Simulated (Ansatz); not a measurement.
hcp Co, treated with r²SCAN (PAW; Ansatz, a program for electronic structure).

A perfect cell of 2 atoms has -10263.0502 eV. A cell of 36 sites with one atom taken out, atoms relaxed at the host's volume, has -179601.4697 eV. Energies are extrapolated to zero smearing.

Defect cell: Numerical settings: plane-wave cutoff 500 eV, 5×5×5 k mesh, Fermi–Dirac smearing 0.1 eV, cell of 36 sites, spin-polarised with parallel moments, scalar-relativistic PAW data made under PBE.

Perfect cell: Numerical settings: plane-wave cutoff 500 eV, 15×15×10 k mesh (along the axes of the cell as run), Fermi–Dirac smearing 0.1 eV, spin-polarised with parallel moments, scalar-relativistic PAW data made under PBE.

Q: Work out the vacancy formation energy.

A: E_f = E(35) − 35 × E_bulk per atom = -179601.4697 − 35 × (-10263.0502/2) = 1.91 eV. Before relaxation the value is 1.95 eV.

The cell is finite, so the vacancy feels its images.

Note: a magnet's gap depends somewhat on the PAW data; energies are extrapolated to zero smearing, and mesh and cell size move such values by some hundredths of an eV or more.
